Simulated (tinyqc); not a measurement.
UHF in the sto-3g basis, for LiH, spin multiplicity 3, step by step (part 3 of 3). Computed by tinyqc, a small Python program that keeps every step (integrals from PySCF). Command: `OMP_NUM_THREADS=1 python tinyqc.py 23048 23049 out.jsonl` (the two numbers bound the seeds that draw the settings). One thread of a shared host (Intel(R) Xeon(R) Processor @ 2.60GHz), about 0.09 s of CPU time with the checks.

Geometry (angstrom):
```
atom         x         y         z
Li    0.000000  0.000000  0.000000
H     0.000000  0.000000  2.508000
```

## Iteration 7 (converged): orbitals

converged F(alpha) (hartree), order 1Li 1s, 1Li 2s, 1Li 2px, 1Li 2py, 1Li 2pz, 2H 1s:
```
[[-2.358715, -0.631328, 0.000000, 0.000000, -0.007128, -0.023518],
 [-0.631328, -0.342566, 0.000000, 0.000000, 0.014362, -0.151881],
 [0.000000, 0.000000, 0.134585, 0.000000, 0.000000, 0.000000],
 [0.000000, 0.000000, 0.000000, 0.134585, 0.000000, 0.000000],
 [-0.007128, 0.014362, 0.000000, 0.000000, 0.052371, -0.220427],
 [-0.023518, -0.151881, 0.000000, 0.000000, -0.220427, -0.503110]]
```

converged F(beta) (hartree), order 1Li 1s, 1Li 2s, 1Li 2px, 1Li 2py, 1Li 2pz, 2H 1s:
```
[[-2.327231, -0.639636, 0.000000, 0.000000, -0.006615, -0.023564],
 [-0.639636, -0.077303, 0.000000, 0.000000, -0.033297, -0.036843],
 [0.000000, 0.000000, 0.194893, 0.000000, 0.000000, 0.000000],
 [0.000000, 0.000000, 0.000000, 0.194893, 0.000000, 0.000000],
 [-0.006615, -0.033297, 0.000000, 0.000000, 0.190703, -0.035697],
 [-0.023564, -0.036843, 0.000000, 0.000000, -0.035697, 0.241876]]
```

X, order 1Li 1s, 1Li 2s, 1Li 2px, 1Li 2py, 1Li 2pz, 2H 1s:
```
[[0.399284, 0.705311, 0.000000, 0.000000, 0.570784, 0.284680],
 [-0.661636, -0.534575, 0.000000, 0.000000, 0.436738, 0.442851],
 [0.000000, 0.000000, -0.044372, 0.999015, 0.000000, 0.000000],
 [0.000000, 0.000000, 0.999015, 0.044372, 0.000000, 0.000000],
 [-0.616400, 0.564176, 0.000000, 0.000000, -0.490391, 0.400615],
 [0.803066, -0.358072, 0.000000, 0.000000, -0.300375, 0.530812]]
```

Diagonalise F' = X^T F X, C = X C', fill 3 alpha and 1 beta electrons from the bottom; D(s) = C_occ C_occ^T. Each column has its largest component positive (the first on a tie).

F' = X^T F X (alpha) (hartree):
```
[[-0.117234, -0.357989, 0.000000, 0.000000, -0.213775, -0.405299],
 [-0.357989, -0.814576, 0.000000, 0.000000, -0.924757, -0.362422],
 [0.000000, 0.000000, 0.134585, 0.000000, 0.000000, 0.000000],
 [0.000000, 0.000000, 0.000000, 0.134585, 0.000000, 0.000000],
 [-0.213775, -0.924757, 0.000000, 0.000000, -1.200540, -0.555131],
 [-0.405299, -0.362422, 0.000000, 0.000000, -0.555131, -0.719667]]
```

orbital energies (alpha) (hartree): [-2.360666, -0.517026, -0.162865, 0.134585, 0.134585, 0.188540]

coefficients C (alpha), order 1Li 1s, 1Li 2s, 1Li 2px, 1Li 2py, 1Li 2pz, 2H 1s:
```
[[0.992100, -0.045556, -0.267300, 0.000000, 0.000000, -0.077083],
 [0.031051, 0.128450, 1.002269, 0.000000, 0.000000, 0.297292],
 [0.000000, 0.000000, 0.000000, -0.151185, 0.988505, 0.000000],
 [0.000000, 0.000000, 0.000000, 0.988505, 0.151185, 0.000000],
 [0.003454, 0.107796, -0.245261, 0.000000, 0.000000, 1.013625],
 [-0.003599, 0.931288, -0.211547, 0.000000, 0.000000, -0.482757]]
```

F' = X^T F X (beta) (hartree):
```
[[0.197018, -0.407685, 0.000000, 0.000000, -0.397720, -0.170824],
 [-0.407685, -0.578713, 0.000000, 0.000000, -0.954797, -0.554111],
 [0.000000, 0.000000, 0.194893, 0.000000, 0.000000, 0.000000],
 [0.000000, 0.000000, 0.000000, 0.194893, 0.000000, 0.000000],
 [-0.397720, -0.954797, 0.000000, 0.000000, -0.998964, -0.704705],
 [-0.170824, -0.554111, 0.000000, 0.000000, -0.704705, -0.319236]]
```

orbital energies (beta) (hartree): [-2.329999, 0.070462, 0.177810, 0.194893, 0.194893, 0.381832]

coefficients C (beta), order 1Li 1s, 1Li 2s, 1Li 2px, 1Li 2py, 1Li 2pz, 2H 1s:
```
[[0.990985, -0.222393, 0.163580, 0.000000, 0.000000, 0.073899],
 [0.035206, 0.796596, -0.618943, 0.000000, 0.000000, -0.302478],
 [0.000000, 0.000000, 0.000000, -0.055791, 0.998442, 0.000000],
 [0.000000, 0.000000, 0.000000, 0.998442, 0.055791, 0.000000],
 [0.004341, 0.359764, 0.692962, 0.000000, 0.000000, -0.699696],
 [-0.004944, 0.322568, 0.323288, 0.000000, 0.000000, 0.967743]]
```

D(alpha) after iteration 7, order 1Li 1s, 1Li 2s, 1Li 2px, 1Li 2py, 1Li 2pz, 2H 1s:
```
[[1.057787, -0.242952, 0.000000, 0.000000, 0.064074, 0.010550],
 [-0.242952, 1.022006, 0.000000, 0.000000, -0.231864, -0.092515],
 [0.000000, 0.000000, 0.000000, 0.000000, 0.000000, 0.000000],
 [0.000000, 0.000000, 0.000000, 0.000000, 0.000000, 0.000000],
 [0.064074, -0.231864, 0.000000, 0.000000, 0.071785, 0.152261],
 [0.010550, -0.092515, 0.000000, 0.000000, 0.152261, 0.912062]]
```

D(beta) after iteration 7, order 1Li 1s, 1Li 2s, 1Li 2px, 1Li 2py, 1Li 2pz, 2H 1s:
```
[[0.982051, 0.034888, 0.000000, 0.000000, 0.004302, -0.004900],
 [0.034888, 0.001239, 0.000000, 0.000000, 0.000153, -0.000174],
 [0.000000, 0.000000, 0.000000, 0.000000, 0.000000, 0.000000],
 [0.000000, 0.000000, 0.000000, 0.000000, 0.000000, 0.000000],
 [0.004302, 0.000153, 0.000000, 0.000000, 0.000019, -0.000021],
 [-0.004900, -0.000174, 0.000000, 0.000000, -0.000021, 0.000024]]
```

Within a degenerate level the vectors are fixed only up to a rotation; this is one choice.

## Convergence

Stop when the energy changes by less than 1e-08 hartree and every element of the error matrix X^T (F D S - S D F) X (for each spin) is below 3e-05.

Course of the cycle:
```
iteration  E (hartree)     change  largest element of the error matrix
1          -7.61355022          -                             1.57e-01
2          -7.75886361  -1.45e-01                             6.41e-02
3          -7.77736940  -1.85e-02                             6.20e-03
4          -7.77777843  -4.09e-04                             2.59e-03
5          -7.77785470  -7.63e-05                             9.96e-04
6          -7.77786947  -1.48e-05                             1.23e-05
7          -7.77786947  -1.52e-09                             4.64e-07
```

PySCF UHF in the same basis, after a stability check = -7.77786947 hartree

Converged in 7 iterations.

## Populations, bond orders and dipole

overlap S, order 1Li 1s, 1Li 2s, 1Li 2px, 1Li 2py, 1Li 2pz, 2H 1s:
```
[[1.000000, 0.241137, 0.000000, 0.000000, 0.000000, 0.007995],
 [0.241137, 1.000000, 0.000000, 0.000000, 0.000000, 0.196066],
 [0.000000, 0.000000, 1.000000, 0.000000, 0.000000, 0.000000],
 [0.000000, 0.000000, 0.000000, 1.000000, 0.000000, 0.000000],
 [0.000000, 0.000000, 0.000000, 0.000000, 1.000000, 0.294357],
 [0.007995, 0.196066, 0.000000, 0.000000, 0.294357, 1.000000]]
```

Mulliken: Z minus the diagonal of D S on the atom; Loewdin: the same with S^(1/2) D S^(1/2); Mayer order: 2 sum_s sum (D(s) S)_ij (D(s) S)_ji over the two atoms.

Charges (e):
```
atom   Mulliken    Loewdin  Mulliken spin
1Li   -0.061228  -0.085984       1.061118
2H     0.061228   0.085984       0.938882
```

Mayer bond orders:
```
pair     order
2-1   0.114752
```

dipole moment about the origin, x y z (debye): [0.000000, 0.000000, 2.582405]

<S^2> of the determinant (pure state: 2) = 2.000003
